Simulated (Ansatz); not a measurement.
**AlH2OS radical (SMILES [OH][Al][SH]): functionals against CCSD(T) at one geometry**

One table from this session's results is given with a row withheld; the runs are named, their logs left out.

Method: single points in def2-TZVPP; program: Ansatz 0.2.0, Gaussian basis.

Cores are frozen in the correlated methods. Orbitals are unrestricted.

## Starting geometry

SMILES `[OH][Al][SH]`, 5 atoms, charge 0, spin multiplicity 2.

Atoms are counted from 1 here; the program's logs count them from 0.

Bond lengths: O1–Al2 1.836 Å, O1–H4 1.185 Å, Al2–S3 2.093 Å, S3–H5 1.474 Å. Angles: Al2–O1–H4 174.1°, O1–Al2–S3 128.8°, Al2–S3–H5 94.1°.

Coordinates:

```xyz
5
charge 0, multiplicity 2
O    -1.14180   -0.93370   -0.05230
Al    0.63960   -0.75100   -0.45530
S     1.93490    0.82530    0.01210
H    -2.26230   -1.02160    0.32200
H     0.85800    1.82900    0.08160
```

The first run:

The input, run/in.yaml:

```yaml
crystal:
  periodic: [false, false, false]
  atoms:
    - {symbol: O, position_ang: [-1.141800, -0.933700, -0.052300]}
    - {symbol: Al, position_ang: [0.639600, -0.751000, -0.455300]}
    - {symbol: S, position_ang: [1.934900, 0.825300, 0.012100]}
    - {symbol: H, position_ang: [-2.262300, -1.021600, 0.322000]}
    - {symbol: H, position_ang: [0.858000, 1.829000, 0.081600]}
basis:
  gaussian: {orbitals: def2-TZVPP}
magnetization: {spin_polarized: true, initial_magnetization: 1}
correlation: {method: ccsd_t}
scf: {omitted_lower_state_checks: [cluster_reference]}
output: {forces: true}
```

The command line of these runs was not kept.

Among the steps run: CCSD(T)/def2-TZVPP; PBE0-D4/def2-TZVPP; wB97M-V/def2-TZVPP; r2SCAN-D4/def2-TZVPP; PBE-D4/def2-TZVPP; r2SCANh-D4/def2-TZVPP; r2SCAN0-D4/def2-TZVPP.

One table of the session follows, with a row left open; its other results are not shown here.

| method | RMS force component (eV/Å) | angle to CCSD(T) forces (°) | dipole (D) |
| --- | --- | --- | --- |
| CCSD(T) | 2.400 | reference | 1.13 |
| PBE0-D4 | 2.386 | 1.4 | 1.08 |
| wB97M-V | 2.391 | 1.5 | 0.96 |
| r2SCAN-D4 | 2.324 | 0.7 | 1.11 |
| PBE-D4 | 2.190 | 2.2 | 1.01 |
| r2SCANh-D4 | 2.381 | 1.4 | 1.12 |
| r2SCAN0-D4 | ? | ? | ? |

Q: Estimate the row for r2SCAN0-D4 from the others.

Worked estimate for «RMS force component (eV/Å)». Against the share of exact exchange, r2SCAN-D4 (0, 2.324), r2SCANh-D4 (0.1, 2.381) give a slope of 0.570 per unit share; at 0.25 the line stands at 2.466.

The run gave: RMS force component (eV/Å): 2.463; angle to CCSD(T) forces (°): 2.4; dipole (D): 1.13. In «RMS force component (eV/Å)» the line misses by +0.003.

To keep in mind: CCSD(T) in triple zeta still lacks some correlation energy of the bonds, so part of these gaps is its own basis error and they don't rank the functionals.
